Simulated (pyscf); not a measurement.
**Routes from H₂B–O–SiH₃ (SMILES BO[SiH3])**

Candidate steps break at most two bonds and form at most two. Each was searched with GFN2-xTB (tblite) first. PySCF, gas phase, ωB97X-D3(BJ)/def2-SVP geometries. Energies: ωB97M-D3(BJ)/def2-TZVP, kcal/mol, from the reactant's lowest minimum found, singlet surface; ΔG‡ with ideal gas, 1 atm, RRHO with modes under 100 cm⁻¹ raised to 100, one conformer, R ln 2 for chiral ones without a mode under 150 cm⁻¹.

```tsv
products	type	ΔE‡	ΔE	ΔG‡ 298 K	ΔG‡ 900 K	ν‡ (cm⁻¹)
HB=O + SiH₄	elimination	46.6	+29.0	46.0	48.5	401i
B–O–SiH₃ [singlet] + H₂	1,1-elimination	93.6	+52.6	89.3	88.9	1560i
```

Plain bond fissions and candidates not yet searched are not listed, and one of them may be faster. Each barrier is that of the saddle found; lower ones may exist.
